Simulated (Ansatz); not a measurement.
# How far each method lies from full CI for BO, doublet

Geometry: a PBE0/def2-TZVP stationary point for this spin.

```yaml
atoms:
  - { symbol: B, position_ang: [0.0000, 0.0000, 0.0000] }
  - { symbol: O, position_ang: [0.0000, 0.0000, 1.2006] }
```

Basis 6-31G; Ansatz 0.2.0. Correlated methods freeze the noble-gas cores, which leaves 9 electrons in 16 orbitals. R marks a restricted (for open shells ROHF) determinant, U an unrestricted one. Active spaces: valence = (9e, 8o) chosen from the atoms' valence shells.

Full CI is exact within this basis and frozen core; it isn't the basis-set limit. The frozen core follows each run's orbitals, which can shift R against U totals by a few meV.

For open shells CISD and CISDTQ are restricted-active-space CI with the open shells as a complete middle space.

* UHF ⟨S²⟩: 0.839
* T1 diagnostic (RCCSD): 0.0354
* largest doubles amplitude (RCCSD): 0.080
* T1 diagnostic (UCCSD): 0.0348

```json
{"level": "RHF", "E − E(full CI) (kJ/mol)": "491.8", "share of correlation (%)": "0.00", "wall time": "–"}
{"level": "UHF", "E − E(full CI) (kJ/mol)": "477.9", "share of correlation (%)": "2.81", "wall time": "–"}
{"level": "RMP2", "E − E(full CI) (kJ/mol)": "21.4", "share of correlation (%)": "95.64", "wall time": "–"}
{"level": "UMP2", "E − E(full CI) (kJ/mol)": "25.7", "share of correlation (%)": "94.77", "wall time": "–"}
{"level": "CISD", "E − E(full CI) (kJ/mol)": "47.2", "share of correlation (%)": "90.39", "wall time": "0.57 s"}
{"level": "RCCSD", "E − E(full CI) (kJ/mol)": "21.3", "share of correlation (%)": "95.68", "wall time": "–"}
{"level": "UCCSD", "E − E(full CI) (kJ/mol)": "21.1", "share of correlation (%)": "95.71", "wall time": "–"}
{"level": "RCCSD(T)", "E − E(full CI) (kJ/mol)": "3.4", "share of correlation (%)": "99.30", "wall time": "0.54 s"}
{"level": "UCCSD(T)", "E − E(full CI) (kJ/mol)": "4.4", "share of correlation (%)": "99.10", "wall time": "0.51 s"}
{"level": "BCCD(T)", "E − E(full CI) (kJ/mol)": "3.4", "share of correlation (%)": "99.32", "wall time": "0.57 s"}
{"level": "RCCSDT", "E − E(full CI) (kJ/mol)": "1.3", "share of correlation (%)": "99.74", "wall time": "–"}
{"level": "UCCSDT", "E − E(full CI) (kJ/mol)": "1.4", "share of correlation (%)": "99.72", "wall time": "–"}
{"level": "CISDTQ", "E − E(full CI) (kJ/mol)": "2.5", "share of correlation (%)": "99.49", "wall time": "2.8 s"}
{"level": "RCCSDT(Q)", "E − E(full CI) (kJ/mol)": "0.2", "share of correlation (%)": "99.96", "wall time": "3.3 s"}
{"level": "UCCSDT(Q)", "E − E(full CI) (kJ/mol)": "-0.7", "share of correlation (%)": "100.14", "wall time": "3.2 s"}
{"level": "RCCSDTQ", "E − E(full CI) (kJ/mol)": "0.0", "share of correlation (%)": "100.01", "wall time": "27 s"}
{"level": "UCCSDTQ", "E − E(full CI) (kJ/mol)": "0.0", "share of correlation (%)": "100.00", "wall time": "31 s"}
{"level": "CASSCF (valence space)", "E − E(full CI) (kJ/mol)": "154.9", "share of correlation (%)": "68.49", "wall time": "–"}
{"level": "NEVPT2 (valence space)", "E − E(full CI) (kJ/mol)": "38.6", "share of correlation (%)": "92.14", "wall time": "2.1 s"}
{"level": "MRCISD (valence space)", "E − E(full CI) (kJ/mol)": "6.3", "share of correlation (%)": "98.72", "wall time": "–"}
{"level": "MRCISD+Q (valence space)", "E − E(full CI) (kJ/mol)": "3.0", "share of correlation (%)": "99.39", "wall time": "2.9 s"}
```

The correlation energy at full CI, counted from RHF, is -5.097 eV. That run took 19 s on 1 thread of Arm Neoverse V1, shared host over 1,989,600 determinants.

Times hold each run's SCF and search for its determinant on a shared host, so for small cases they say little of a method's own cost; they ran on 1 thread of Arm Neoverse V1. Some runs computed forces too.

Not variational, and here over 5 meV under the exact energy: UCCSDT(Q).

The full-CI state has the irrep A1 of C2v, in the program's axes (one component, if the state is degenerate).

Natural occupations of full CI about the gap: 1.987 1.968 1.931 1.931 1.000 0.064 0.064 0.021 0.012 0.006; effectively unpaired electrons, Σ n²(2−n)², 1.07.

Atomization energy (electronic, same basis, no zero-point term; atoms at the same level, unrestricted beside the R rows where the molecule is a closed shell, with restricted open-shell steps beyond CCSDT(Q)) at full CI: 671.9 kJ/mol. Errors of other levels:

```
                   level  error (kJ/mol)
                     RHF          -221.8
                     UHF          -213.8
                    RMP2            53.9
                    UMP2            47.7
                    CISD           -42.6
                   RCCSD           -18.8
                   UCCSD           -18.8
                RCCSD(T)            -2.7
                UCCSD(T)            -3.9
                 BCCD(T)            -2.7
                  RCCSDT            -1.2
                  UCCSDT            -1.4
                  CISDTQ            -2.4
               RCCSDT(Q)            -0.2
               UCCSDT(Q)             0.6
                 RCCSDTQ             0.0
                 UCCSDTQ            -0.1
  CASSCF (valence space)            24.9
  NEVPT2 (valence space)            16.3
  MRCISD (valence space)            -3.1
MRCISD+Q (valence space)            -3.0
```

This basis is far from its limit, so the value isn't to be set against a measured one. Truncated CI isn't size-consistent, which counts against it in atomization.
